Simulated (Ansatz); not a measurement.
Ansatz (an electronic-structure program) input:

Ansatz 0.2 input:
```yaml
crystal:
  periodic: [false, false, false]
  atoms:
    - {symbol: C, position_ang: [-0.05597168, 1.17374823, -0.34374154]}
    - {symbol: O, position_ang: [-0.24944197, 0.11586462, 0.47547716]}
    - {symbol: C, position_ang: [0.18257024, -1.13520039, -0.03911133]}
    - {symbol: H, position_ang: [0.70352290, 1.10180967, -1.11412819]}
    - {symbol: H, position_ang: [-0.33963666, 2.12104925, 0.08788748]}
    - {symbol: H, position_ang: [0.00612759, -1.87648924, 0.73690867]}
    - {symbol: H, position_ang: [-0.38403480, -1.39909118, -0.93654013]}
    - {symbol: H, position_ang: [1.24996536, -1.10548243, -0.28082782]}
basis:
  gaussian:
    orbitals: def2-TZVP
hamiltonian:
  xc: b3lyp
  dispersion: d3bj
magnetization: {spin_polarized: true, initial_magnetization: 1}
phonons: {temperatures: {t_min: 298.15, t_max: 298.15, t_step: 100}}
```

Which total energy does the run end on?

-154.43784 Eh (B3LYP-D3(BJ)/def2-TZVP). The basis has 123 functions.

It need not be the lowest isomer of its formula.
